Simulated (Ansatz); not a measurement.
I need a single point in a Gaussian basis of C₃H₅NO₂, SMILES NC(=O)CC=O. Use the Ansatz DFT code, driven from Python. Level of theory: MP2, def2-SVPD basis, multiplicity 1.

```xyz
11

N    -1.3376   -1.3028   -0.3223
C    -0.8221   -0.1167    0.1132
O    -1.4932    0.6482    0.7952
C     0.5779    0.1770   -0.3444
C     1.2664    1.1855    0.5245
O     2.4420    1.0756    0.8661
H    -2.2564   -1.5574    0.0199
H    -0.7645   -2.0352   -0.7197
H     0.5294    0.5793   -1.3611
H     1.1697   -0.7441   -0.3503
H     0.6885    2.0907    0.7790
```

`c3h5no2_energy.py`:
```python
"""Single point of C3H5NO2 in a Gaussian basis."""

from dataclasses import dataclass
from pathlib import Path

import ansatz as az


@dataclass
class Options:
    basis_set: str = "def2-SVPD"
    method: str = "mp2"


settings = Options()

geometry_ang = [
    ("N", (-1.3376, -1.3028, -0.3223)),
    ("C", (-0.8221, -0.1167, 0.1132)),
    ("O", (-1.4932, 0.6482, 0.7952)),
    ("C", (0.5779, 0.177, -0.3444)),
    ("C", (1.2664, 1.1855, 0.5245)),
    ("O", (2.442, 1.0756, 0.8661)),
    ("H", (-2.2564, -1.5574, 0.0199)),
    ("H", (-0.7645, -2.0352, -0.7197)),
    ("H", (0.5294, 0.5793, -1.3611)),
    ("H", (1.1697, -0.7441, -0.3503)),
    ("H", (0.6885, 2.0907, 0.779)),
]
molecule = az.Crystal.molecule()
for symbol, xyz in geometry_ang:
    molecule = molecule.atom(symbol, xyz)

calc = (
    molecule.calculation()
    .basis(gaussian=settings.basis_set)
    .correlation(settings.method)
    .orbitals()
)
print(calc.to_yaml())
res = calc.run(threads=1, runs_dir="out")
data = res.report

print(f"E = {data['free_energy_ev']:.6f} eV = {data['free_energy_ev'] / 27.211386246:.7f} Ha")
print("converged:", data["converged"], " doubts:", data["published_state_doubts"] or "none")

print("correlation energy", round(data["free_energy_ev"] - data["reference_energy_ev"], 5), "eV")
cluster = data["correlation"].get("coupled_cluster")
if cluster:
    print("cycles", cluster["cycles"], " T1 diagnostic", round(cluster["t1_diagnostic"], 4), " largest double", round(cluster["largest_double"], 4))

lines = Path(data["orbitals_path"]).read_text().splitlines()
field_of = lambda key: [line.split("=")[1].strip() for line in lines if line.startswith(key)]
orbitals = [(27.211386 * float(e), s, float(n)) for e, s, n in zip(field_of("Ene="), field_of("Spin="), field_of("Occup="))]
homo = max(e for e, _, n in orbitals if n > 0.5)
lumo = min(e for e, _, n in orbitals if n < 0.5)
for e, spin, n in sorted(orbitals):
    if homo - 10 < e < lumo + 5:
        print(f"{spin:6s} {e:10.3f} eV  occupation {n:.0f}")
```

```console
$ python c3h5no2_energy.py
crystal:
  periodic: [false, false, false]
  atoms:
    - { symbol: "N", position_ang: [-1.3376, -1.3028, -0.3223] }
    - { symbol: C, position_ang: [-0.8221, -0.1167, 0.1132] }
    - { symbol: O, position_ang: [-1.4932, 0.6482, 0.7952] }
    - { symbol: C, position_ang: [0.5779, 0.177, -0.3444] }
    - { symbol: C, position_ang: [1.2664, 1.1855, 0.5245] }
    - { symbol: O, position_ang: [2.442, 1.0756, 0.8661] }
    - { symbol: H, position_ang: [-2.2564, -1.5574, 0.0199] }
    - { symbol: H, position_ang: [-0.7645, -2.0352, -0.7197] }
    - { symbol: H, position_ang: [0.5294, 0.5793, -1.3611] }
    - { symbol: H, position_ang: [1.1697, -0.7441, -0.3503] }
    - { symbol: H, position_ang: [0.6885, 2.0907, 0.779] }
basis:
  gaussian:
    orbitals: def2-SVPD
correlation:
  method: mp2
output:
  orbitals: {}

E = -8746.808742 eV = -321.4392925 Ha
converged: True  doubts: none
correlation energy -26.30868 eV
Alpha     -21.506 eV  occupation 2
Alpha     -20.389 eV  occupation 2
Alpha     -19.013 eV  occupation 2
Alpha     -18.506 eV  occupation 2
Alpha     -17.349 eV  occupation 2
Alpha     -17.151 eV  occupation 2
Alpha     -16.455 eV  occupation 2
Alpha     -15.194 eV  occupation 2
Alpha     -14.012 eV  occupation 2
Alpha     -12.542 eV  occupation 2
Alpha     -11.937 eV  occupation 2
Alpha     -11.806 eV  occupation 2
Alpha       2.342 eV  occupation 0
Alpha       3.054 eV  occupation 0
Alpha       3.120 eV  occupation 0
Alpha       3.382 eV  occupation 0
Alpha       3.815 eV  occupation 0
Alpha       4.141 eV  occupation 0
Alpha       4.434 eV  occupation 0
Alpha       4.621 eV  occupation 0
Alpha       5.061 eV  occupation 0
Alpha       5.104 eV  occupation 0
Alpha       5.451 eV  occupation 0
Alpha       5.838 eV  occupation 0
Alpha       5.973 eV  occupation 0
Alpha       6.711 eV  occupation 0
Alpha       6.919 eV  occupation 0
Alpha       7.252 eV  occupation 0
```

Reading the output:
- Total energies depend on the basis set; only differences at equal settings carry meaning.
- The geometry is a force-field or estimated start, not a minimum of this method, and the basis set is short of its limit.
- Alpha marks a spatial orbital of a restricted run, filled by both spins.
- Levels such as HOMO and LUMO are orbital energies: in Hartree-Fock the gap is too wide and the LUMO hangs on the basis.
- Inner cores stay frozen, so this is valence correlation.
- Timing: 5.8 s on 1 thread of Arm Neoverse V2, with other jobs on the host, peak memory 0.46 GiB.

(Lines on the test bed's own set-up are left out of the output.)
